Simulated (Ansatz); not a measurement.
# AlMgH (singlet): wave-function methods side by side at distance Al1–Mg2 = 9.666 Å, 6-31G

Aim: climb from Hartree-Fock through coupled cluster and multireference methods for AlMgH (singlet) at one geometry and basis, and see what each rung misses.

The runs use Ansatz 0.2.0, Gaussian basis; 6-31G, core rule «outside noble gas», up to 10 orbitals frozen.

To be run: UHF; CCSD(T) on RHF; BCCD(T) on RHF; CISD; CCSDT(Q) on RHF; CISDTQ; CCSDTQ on RHF; CASSCF and MRCISD+Q, 2 electrons in 2 orbitals; CASSCF and NEVPT2, 2 electrons in 2 orbitals; CASSCF and MRCISD+Q, 6 electrons in 9 orbitals; CASSCF and NEVPT2, 6 electrons in 9 orbitals; Full CI.

15 further runs of the same task are left out: 1 for a mislabelled method, 8 that didn't finish, 6 set aside as unsound or not needed.

**1. The geometry**

The geometry derives from a PBE0/def2-TZVP stationary point (not a proven minimum). One bond is set to the value named and the two fragments are kept rigid.

3 atoms, charge 0, spin multiplicity 1.

Atoms are counted from 1 here; the program's logs count them from 0.

Bond lengths: Al1–H3 1.697 Å.

Coordinates:

```xyz
3
charge 0, multiplicity 1
Al    0.0000   -0.5803    3.4510
Mg    0.0000   -0.3905   -6.2132
H     0.0000    0.9709    2.7622
```

**2. UHF**

File in.yaml:

```yaml
crystal:
  periodic: [false, false, false]
  atoms:
    - {symbol: Al, position_ang: [0.000000, -0.580310, 3.450972]}
    - {symbol: Mg, position_ang: [0.000000, -0.390545, -6.213165]}
    - {symbol: H, position_ang: [0.000000, 0.970855, 2.762194]}
basis:
  gaussian: {orbitals: 6-31G}
magnetization: {spin_polarized: true, initial_magnetization: 0}
hamiltonian: {xc: hf}
output: {orbitals: {seedname: orbitals}}
```

Command:

```bash
$ ansatz run in.yaml --threads 1 --pin off --events-out ev --progress --plain --max-ram 2393MiB
```

The runs that follow: CCSD(T) on RHF; BCCD(T) on RHF; CISD; CCSDT(Q) on RHF; CISDTQ; CCSDTQ on RHF; CASSCF and MRCISD+Q, 2 electrons in 2 orbitals; CASSCF and NEVPT2, 2 electrons in 2 orbitals; CASSCF and MRCISD+Q, 6 electrons in 9 orbitals; CASSCF and NEVPT2, 6 electrons in 9 orbitals; Full CI.

Q: Predict the results of all the runs planned. Wanted: FCI below the RHF energy; RMP2 from FCI; RCCSD from FCI; RCCSD(T) from FCI; RCCSDT(Q) from FCI; NEVPT2 pair from FCI; MRCISD+Q pair from FCI; NEVPT2 valence from FCI; T1 diagnostic.

As calculated:

| quantity | value |
| --- | --- |
| FCI below the RHF energy | -2.1626 eV |
| RMP2 from FCI | +869.7 meV |
| RCCSD from FCI | +12.4 meV |
| RCCSD(T) from FCI | +4.7 meV |
| RCCSDT(Q) from FCI | +0.5 meV |
| NEVPT2 pair from FCI | +763.3 meV |
| MRCISD+Q pair from FCI | -86.0 meV |
| NEVPT2 valence from FCI | +103.6 meV |
| levels within 1 kcal/mol (43 meV) | RCCSD, RCCSD(T), BCCD(T), RCCSDT, CISDTQ, RCCSDT(Q), RCCSDTQ, MRCISD valence, MRCISD+Q valence |
| T1 diagnostic | 0.014 |
| effectively unpaired electrons | 0.17 |

What this shows: RCCSD(T) lands +4.7 meV from the yardstick (0.2 % of the correlation energy). MRCISD+Q pair falls below full CI: the +Q correction isn't variational, and the cores differ from full CI's. One determinant dominates. Of the multireference levels listed MRCISD+Q valence comes nearest in total energy (+7.6 meV), which doesn't show that its space is the better one. These misses are within one basis, not against nature.
